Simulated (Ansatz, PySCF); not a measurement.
This PySCF input computes a CCSD(T)/cc-pVDZ energy:

```python
from pyscf import gto, scf, mp, cc as ccmod

mol = gto.M(
    atom='''
    N    -0.00000000   -0.00000000   -0.55206952
    N     0.00000000    0.00000000    0.55206952
    ''',
    basis='cc-pvdz',
    charge=1,
    spin=1,
    symmetry='D2h',
    verbose=4,
)

mf = scf.UHF(mol)
mf.conv_tol = 1e-10
mf.max_cycle = 100
mf.kernel()
mp2 = mp.MP2(mf, frozen=2).run()
cc = ccmod.CCSD(mf, frozen=2)
cc.max_cycle = 100
cc.kernel()
et = cc.ccsd_t()
print(f'E(CCSD(T)) = {cc.e_tot + et:.9f}')
```

Question: Write an input for the same energy in Ansatz (a program for electronic structure) and say what it gives.

Answer: 
Ansatz 0.2 input:
```yaml
crystal:
  periodic: [false, false, false]
  atoms:
    - {symbol: N, position_ang: [-0.00000000, -0.00000000, -0.55206952]}
    - {symbol: N, position_ang: [0.00000000, 0.00000000, 0.55206952]}
basis:
  gaussian:
    orbitals: cc-pVDZ
total_charge: 1
magnetization: {spin_polarized: true, initial_magnetization: 1}
correlation: {method: ccsd_t, electrons: outside_noble_gas}
```
It gives -108.72136 Eh, and PySCF -108.72137 Eh, a difference of 0.01 mEh.
